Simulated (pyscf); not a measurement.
`[SiH3][PH2]` + `[PH3]` → `[PH2][SiH2][PH2]` + `[H][H]` (four-centre exchange; singlet surface; H–Si, H–P broken, P–Si, H–H formed). Single points on ωB97X-D3(BJ)/def2-SVP structures (PySCF, gas phase). Energies in kcal/mol from the separated reactants.

```tsv
level	barrier	reaction energy
ωB97X-D3(BJ)/def2-TZVP	64.7	-3.3
PBE/def2-TZVP	56.3	-1.0
r²SCAN/def2-TZVP	[?]	-1.3
B3LYP-D3(BJ)/def2-TZVP	63.6	-0.3
PBE0-D3(BJ)/def2-TZVP	[?]	[?]
M06-2X/def2-TZVP	66.1	-0.6
```

Q: Fill in the missing entries.

A: 
- r²SCAN/def2-TZVP, barrier: 59.2
- PBE0-D3(BJ)/def2-TZVP, barrier: 58.8
- PBE0-D3(BJ)/def2-TZVP, reaction energy: -1.7

The functionals in the table span 9.8 kcal/mol in this barrier, from PBE to M06-2X. At the saddle there is also a short H–Si contact that neither side keeps. One saddle was located; it need not be the lowest between these sides.
